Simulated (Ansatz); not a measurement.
# PF (triplet): wave-function methods side by side at distance F1–P2 = 3.589 Å, 6-31G

Aim: climb from Hartree-Fock through coupled cluster and multireference methods for PF (triplet) at one geometry and basis, and see what each rung misses.

The runs use Ansatz 0.2.0, Gaussian basis; 6-31G, core rule «outside noble gas», up to 6 orbitals frozen.

The runs, in order: UHF; CCSD(T) on natural orbitals of UHF; CCSD(T) on UHF; BCCD(T) on natural orbitals of UHF; CISD as a restricted active space (open shells left free, so some higher excitations enter); CCSDT(Q) on natural orbitals of UHF; CCSDT(Q) on UHF; CISDTQ; CCSDTQ on natural orbitals of UHF; CCSDTQ on UHF; CASSCF and MRCISD+Q, 4 electrons in 4 orbitals; CASSCF and NEVPT2, 4 electrons in 4 orbitals; CASSCF and MRCISD+Q, 12 electrons in 8 orbitals; CASSCF and MRCISD+Q(relaxed), 12 electrons in 8 orbitals; CASSCF and NEVPT2, 12 electrons in 8 orbitals; Full CI.

21 further runs of the same task are left out: 3 for a known fault of the program, 14 that didn't finish, 4 set aside as unsound or not needed. Runs told in other sessions of the task aren't counted.

## (1) The geometry

The geometry derives from a PBE0/def2-TZVP stationary point (not a proven minimum). One bond is set to the value named and the two fragments are kept rigid.

2 atoms, charge 0, spin multiplicity 3.

Atoms are counted from 1 here; the program's logs count them from 0.

No contacts short enough for the rule that draws bonds.

## (2) UHF

File in.yaml:

```yaml
crystal:
  periodic: [false, false, false]
  atoms:
    - {symbol: F, position_ang: [0.000000, 0.000000, 0.000000]}
    - {symbol: P, position_ang: [0.000000, 0.000000, 3.589000]}
basis:
  gaussian: {orbitals: 6-31G}
magnetization: {spin_polarized: true, initial_magnetization: 2}
hamiltonian: {xc: hf}
output: {orbitals: {seedname: orbitals}}
```

Run with:

```console
$ ansatz run in.yaml --threads 1 --pin off --events-out ev --progress --plain --max-ram 2393MiB
```

Further steps of the session: CCSD(T) on natural orbitals of UHF; CCSD(T) on UHF; BCCD(T) on natural orbitals of UHF; CISD as a restricted active space (open shells left free, so some higher excitations enter); CCSDT(Q) on natural orbitals of UHF; CCSDT(Q) on UHF; CISDTQ; CCSDTQ on natural orbitals of UHF; CCSDTQ on UHF; CASSCF and MRCISD+Q, 4 electrons in 4 orbitals; CASSCF and NEVPT2, 4 electrons in 4 orbitals; CASSCF and MRCISD+Q, 12 electrons in 8 orbitals; CASSCF and MRCISD+Q(relaxed), 12 electrons in 8 orbitals; CASSCF and NEVPT2, 12 electrons in 8 orbitals; Full CI.

Q: Predict the results of all the runs planned. Wanted: FCI from the RHF energy; RMP2 from FCI; UMP2 from FCI; RCCSD from FCI; RCCSD(T) from FCI; UCCSD(T) from FCI; RCCSDT(Q) from FCI; UCCSDT(Q) from FCI; NEVPT2 pair from FCI.

As calculated:

```
                         quantity                                                                                            value
          FCI from the ROHF energy                                                                                       -5.3214 eV
                    RMP2 from FCI                                                                                    -237.0 kJ/mol
                    UMP2 from FCI                                                                                     +30.4 kJ/mol
                   RCCSD from FCI                                                                                      +7.3 kJ/mol
                RCCSD(T) from FCI                                                                                      +6.7 kJ/mol
                UCCSD(T) from FCI                                                                                      +1.3 kJ/mol
               RCCSDT(Q) from FCI                                                                                      -1.7 kJ/mol
               UCCSDT(Q) from FCI                                                                                      +0.1 kJ/mol
             NEVPT2 pair from FCI                                                                                     +32.3 kJ/mol
           MRCISD+Q pair from FCI                                                                                      +2.3 kJ/mol
levels within 1 kcal/mol (43 meV)  UCCSD, UCCSD(T), BCCD(T), RCCSDT, UCCSDT, RCCSDT(Q), UCCSDT(Q), RCCSDTQ, UCCSDTQ, MRCISD+Q pair
                    T1 diagnostic                                                                                            0.248
   effectively unpaired electrons                                                                                             3.94
```

In words: RCCSD(T) lands +6.7 kJ/mol from the yardstick (1.3 % of the correlation energy). CCSD(T) misses by +6.7 kJ/mol on the restricted determinant and by +1.3 kJ/mol on the unrestricted one; the two need not hold the same state or core. RMP2, RCCSDT(Q) fall below full CI, which methods that aren't variational can do. With 3.9 effectively unpaired electrons against 2 the state is strongly multireference. Coupled cluster on one determinant still stays close here. Of the multireference levels listed MRCISD+Q pair comes nearest in total energy (+2.3 kJ/mol), which doesn't show that its space is the better one. Coupled cluster took another determinant than the lowest Hartree-Fock one. These misses are within one basis, not against nature; the frozen cores of restricted and unrestricted runs differ, which can shift their rows.

Levels on UHF freeze UHF's core orbitals, full CI those of ROHF, so the U rows can settle a little off it for that reason alone.

With open shells the CI space here admits some higher excitations, so it is larger than plain CISD.
